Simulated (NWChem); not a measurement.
System: hydrogen fluoride (HF); SMILES F

The following NWChem deck was run.

```
start job
memory heap 200 mb stack 900 mb global 1100 mb
geometry units angstroms noautosym nocenter noautoz
  F      0.000000     0.000000     0.093177
  H      0.000000     0.000000    -0.839112
end
basis spherical
  F library aug-cc-pvdz
  H library aug-cc-pvdz
end
dft
  xc xcamb88 1.00 lyp 0.81 vwn_5 0.19 hfexch 1.00
  cam 0.33 cam_alpha 0.19 cam_beta 0.46
  iterations 150
end
property
  response 1 0.0
end
task dft property
```

Geometry: optimised at PBE-D3(BJ)/def2-SVP.

Static field.

Q: Predict the main results of this run. (CAM-B3LYP/aug-cc-pVDZ.) Quantities: basis functions; isotropic polarisability (bohr³); anisotropy (bohr³).

A: 
- number of basis functions = 32
- isotropic polarisability (bohr³) = 5.2
- anisotropy (bohr³) = 2.0
